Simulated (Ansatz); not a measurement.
Two shapes of singlet C3H6.

Shape 1:

```xyz
9

C     0.0000    0.0000    0.0000
C     0.0000    0.0000    1.3350
C     0.0000    1.2362   -0.8496
H     0.0000   -0.9646   -0.5075
H     0.0000   -0.9343    1.8964
H     0.0000    0.9343    1.8964
H     0.0000    2.1180   -0.2089
H     0.8898    1.2451   -1.4791
H    -0.8898    1.2451   -1.4791
```

Shape 2:

```xyz
9

C     0.0116    0.0352   -0.0336
C    -0.0450   -0.0176    1.3479
C     0.0147    1.2108   -0.8091
H    -0.0449   -0.9859   -0.5022
H    -0.0337   -0.9033    1.8762
H     0.0100    0.9763    1.9216
H    -0.0433    2.1430   -0.2104
H     0.9200    1.2702   -1.4481
H    -0.8938    1.2612   -1.5262
```

Basis set: 6-31G* (spherical functions). Frozen core: 3 orbitals. Charge 0, multiplicity 1.

Computed with Ansatz (development build ahead of 0.2.0); each method stands on the lowest determinant of its kind that the runs found.

(1) Which shape is lower in energy, and by how much in each method?

Results:

(1)

```tsv
method	E(2) − E(1) (eV)
RHF	0.564
RHF-MP2	0.428
```

Shape 1 is lower.
